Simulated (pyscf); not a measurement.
H₂Al–PH₂ + silane (SiH₄) -> H₃Si–PH₂ + alane (AlH₃) (four-centre exchange; singlet surface; Al–P, H–Si broken, P–Si, Al–H formed). Single points on ωB97X-D3(BJ)/def2-SVP structures (PySCF, gas phase). Correlated levels are frozen-core, on RHF or UHF. ΔMP2 is the change of the MP2 total energy from the triple- to the quadruple-zeta basis. Energies in kcal/mol from the separated reactants.

```
level                             barrier  reaction energy
--------------------------------  -------  ---------------
ωB97X-D3(BJ)/def2-TZVP               11.7             +7.6
r²SCAN/def2-TZVP                     14.2             +8.5
B3LYP-D3(BJ)/def2-TZVP               16.8             +7.8
ωB97M-D3(BJ)/def2-TZVP               17.8             +7.6
MP2/def2-QZVPP                       17.8             +8.2
CCSD(T)/def2-TZVPP                   19.1             +8.5
CCSD(T)/def2-TZVPP + ΔMP2(QZVPP)     18.3             +8.3
```

Of the functionals in the table, ωB97M-D3(BJ) is closest to CCSD(T)/def2-TZVPP + ΔMP2(QZVPP) in the barrier (0.5 kcal/mol apart) and ωB97X-D3(BJ) least close (6.6 kcal/mol); that level has limits of its own. On the reactant side the descent ends in a complex (not fully relaxed), 7.8 kcal/mol under the separated species and 19.5 kcal/mol under the saddle at ωB97X-D3(BJ)/def2-TZVP. On the product side the descent ends in an adduct with a Al–P contact, 20.9 kcal/mol under the separated species and 25.0 kcal/mol under the saddle at ωB97X-D3(BJ)/def2-TZVP. What is counted as broken (Al–P) persists as a longer contact in the product adduct; parting that adduct is a step of its own. The same reactants have a lower exit, to H₂Al–PH₂ + SiH₄ (barrier +8.4 kcal/mol at ωB97M-D3(BJ)/def2-TZVP, against +17.8 kcal/mol here). This is the saddle that the search found; another between the same sides may lie lower. The CCSD(T) − MP2 part came from Ansatz, without density fitting, on the same reference.
